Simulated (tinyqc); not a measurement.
Worked calculation: UHF in the sto-3g basis, for HF, spin multiplicity 1. This run ends on a higher stationary point, not on the lowest solution. One step of it, computed by the program tinyqc.

Task: Iteration 3: diagonalisation and new density. Diagonalise F' = X^T F X, C = X C', fill 5 alpha and 5 beta electrons from the bottom; D(s) = C_occ C_occ^T. Each column has its largest component positive (the first on a tie).

F(alpha) (hartree), lower triangle:
```
             1F 1s      1F 2s     1F 2px     1F 2py     1F 2pz      2H 1s
1F 1s   -25.648100
1F 2s    -6.568648  -2.861067
1F 2px    0.000145   0.018722  -0.213467
1F 2py    0.000042   0.005439   0.026842  -0.298069
1F 2pz   -0.005483  -0.017767   0.143386   0.041653  -0.187672
2H 1s    -0.243302  -0.265485  -0.078508  -0.022806  -0.233479  -0.152780
```

F(beta) (hartree), lower triangle:
```
             1F 1s      1F 2s     1F 2px     1F 2py     1F 2pz      2H 1s
1F 1s   -25.648100
1F 2s    -6.568648  -2.861067
1F 2px   -0.000145  -0.018722  -0.213467
1F 2py   -0.000042  -0.005439   0.026842  -0.298069
1F 2pz   -0.005483  -0.017767  -0.143386  -0.041653  -0.187672
2H 1s    -0.243302  -0.265485   0.078508   0.022806  -0.233479  -0.152780
```

X, lower triangle:
```
            1F 1s      1F 2s    1F 2px    1F 2py     1F 2pz     2H 1s
1F 1s    1.022255
1F 2s   -0.124076   1.027462
1F 2px   0.000000   0.000000  1.000000
1F 2py   0.000000   0.000000  0.000000  1.000000
1F 2pz  -0.000626   0.004969  0.000000  0.000000   1.004657
2H 1s    0.006338  -0.059582  0.000000  0.000000  -0.056097  1.009766
```

Give: F' = X^T F X; orbital energies; coefficients C; F' = X^T F X; orbital energies; coefficients C; D(alpha) after iteration 3; D(beta) after iteration 3.

Result:

F' = X^T F X (alpha) (hartree), lower triangle:
```
          1        2        3        4        5        6
1  -25.1829
2   -3.3711  -1.7121
3   -0.0028   0.0246  -0.2135
4   -0.0008   0.0071   0.0268  -0.2981
5   -0.0083   0.0003   0.1486   0.0432  -0.1637
6   -0.0004  -0.1335  -0.0884  -0.0257  -0.2188  -0.1074
```

orbital energies (alpha) (hartree): MO1 -25.6575, MO2 -1.2536, MO3 -0.3772, MO4 -0.3059, MO5 -0.2558, MO6 0.1723

coefficients C (alpha):
```
            MO1      MO2      MO3      MO4      MO5      MO6
1F 1s    0.9950  -0.2628   0.0227   0.0000   0.0193   0.0228
1F 2s    0.0203   1.0201  -0.1038   0.0000  -0.0980  -0.1147
1F 2px   0.0000  -0.0170  -0.4352  -0.2790   0.7551  -0.4029
1F 2py   0.0000  -0.0049  -0.1264   0.9603   0.2194  -0.1170
1F 2pz   0.0004   0.0233   0.7531   0.0000   0.0814  -0.6619
2H 1s   -0.0013   0.0581   0.4002   0.0000   0.6070   0.7031
```

F' = X^T F X (beta) (hartree), lower triangle:
```
          1        2        3        4        5        6
1  -25.1829
2   -3.3711  -1.7121
3    0.0028  -0.0246  -0.2135
4    0.0008  -0.0071   0.0268  -0.2981
5   -0.0083   0.0003  -0.1486  -0.0432  -0.1637
6   -0.0004  -0.1335   0.0884   0.0257  -0.2188  -0.1074
```

orbital energies (beta) (hartree): MO1 -25.6575, MO2 -1.2536, MO3 -0.3772, MO4 -0.3059, MO5 -0.2558, MO6 0.1723

coefficients C (beta):
```
            MO1      MO2      MO3      MO4      MO5      MO6
1F 1s    0.9950  -0.2628   0.0227   0.0000  -0.0193   0.0228
1F 2s    0.0203   1.0201  -0.1038   0.0000   0.0980  -0.1147
1F 2px   0.0000   0.0170   0.4352  -0.2790   0.7551   0.4029
1F 2py   0.0000   0.0049   0.1264   0.9603   0.2194   0.1170
1F 2pz   0.0004   0.0233   0.7531   0.0000  -0.0814  -0.6619
2H 1s   -0.0013   0.0581   0.4002   0.0000  -0.6070   0.7031
```

D(alpha) after iteration 3, lower triangle:
```
          1F 1s    1F 2s   1F 2px   1F 2py  1F 2pz   2H 1s
1F 1s    1.0599
1F 2s   -0.2521   1.0615
1F 2px   0.0092  -0.0462   0.8377
1F 2py   0.0027  -0.0134  -0.0471   0.9863
1F 2pz   0.0129  -0.0624  -0.2667  -0.0775  0.5743
2H 1s    0.0043  -0.0418   0.2833   0.0823  0.3521  0.5320
```

D(beta) after iteration 3, lower triangle:
```
          1F 1s    1F 2s   1F 2px   1F 2py  1F 2pz   2H 1s
1F 1s    1.0599
1F 2s   -0.2521   1.0615
1F 2px  -0.0092   0.0462   0.8377
1F 2py  -0.0027   0.0134  -0.0471   0.9863
1F 2pz   0.0129  -0.0624   0.2667   0.0775  0.5743
2H 1s    0.0043  -0.0418  -0.2833  -0.0823  0.3521  0.5320
```
